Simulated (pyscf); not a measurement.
# Concerted two-bond exchange: `[OH][AlH2]` + `[CH2]=[CH2]` → `[O]=[AlH]` + `[CH3][CH3]`

Gas phase, singlet surface, charge 0. Bonds broken: O1–H3, Al2–H4. Bonds formed: H3–C6, H4–C7. Structures and frequencies: ωB97X-D3(BJ)/def2-SVP in PySCF. Correlated levels are frozen-core, on RHF or UHF. ΔMP2 is the change of the MP2 total energy from the triple- to the quadruple-zeta basis.

Transition state (Å):

```xyz
11

O     -0.6739    -1.6343    -0.5810
Al    -1.7779    -1.3941     0.6222
H     -0.2551    -0.5104    -0.7703
H     -1.6555     0.3304     0.8736
H     -2.8035    -2.1644     1.5219
C     -0.0228     0.8812    -0.7065
C     -0.9193     1.3231     0.3250
H     -0.2680     1.2208    -1.7205
H      1.0447     0.9439    -0.4608
H     -0.5018     1.6519     1.2865
H     -1.7951     1.9248     0.0461
```

One imaginary mode, 1825i cm⁻¹; descent along it reached the two sides named, in the forms told below.

```csv
bond,change,reactant side (Å),saddle,product side
O1–H3,breaks,0.963,1.214,3.4
Al2–H4,breaks,1.588,1.747,2.440
H3–C6,forms,2.550,1.412,1.107
H4–C7,forms,3.6,1.352,1.109
```

Electronic energies relative to the separated reactants (kcal/mol):

| level | barrier | reaction energy | reverse barrier |
|---|---|---|---|
| ωB97X-D3(BJ)/def2-TZVP | 49.6 | +19.5 | 30.1 |
| PBE/def2-TZVP | 34.5 | +12.2 | 22.3 |
| r²SCAN/def2-TZVP | 38.5 | +16.0 | 22.5 |
| B3LYP-D3(BJ)/def2-TZVP | 45.3 | +18.3 | 27.0 |
| PBE0-D3(BJ)/def2-TZVP | 40.9 | +17.1 | 23.9 |
| M06-2X/def2-TZVP | 48.1 | +21.1 | 27.0 |
| ωB97M-D3(BJ)/def2-TZVP | 49.9 | +19.2 | 30.7 |
| HF/def2-TZVP | 79.2 | +33.3 | 45.9 |
| MP2/def2-QZVPP | 47.9 | +14.1 | 33.8 |
| CCSD/def2-TZVPP | 56.8 | +21.6 | 35.2 |
| CCSD(T)/def2-TZVPP | 51.3 | +18.9 | 32.4 |
| CCSD(T)/def2-TZVPP + ΔMP2(QZVPP) | 51.5 | +19.1 | 32.4 |

With CCSD(T)/def2-TZVPP + ΔMP2(QZVPP) energies and thermal terms (ideal gas, 1 atm, RRHO with modes under 100 cm⁻¹ raised to 100, one conformer, R ln 2 for chiral ones without a mode under 150 cm⁻¹), in kcal/mol:

```csv
T (K),ΔH‡,ΔG‡,ΔH,ΔG
298,50.0,61.4,+22.7,+24.4
600,49.9,73.1,+22.0,+26.3
900,50.5,84.5,+21.6,+28.6
1200,51.3,95.7,+21.4,+30.9
```

On the product side the descent ends in a complex (not fully relaxed), 5.0 kcal/mol under the separated species and 35.1 kcal/mol under the saddle at ωB97X-D3(BJ)/def2-TZVP. The same reactants have a lower exit, to H₃C–CH₂–AlH–OH (barrier +6.5 kcal/mol at ωB97M-D3(BJ)/def2-TZVP, against +49.9 kcal/mol here). O=AlH lies 43.9 kcal/mol over its isomer HO–Al [singlet] (electronic energy, ωB97M-D3(BJ)/def2-TZVP). One saddle was located; it need not be the lowest between these sides. The CCSD(T) − MP2 part came from Ansatz, without density fitting, on the same reference. The largest closed-shell T1 diagnostic is 0.031, which may signal static correlation.
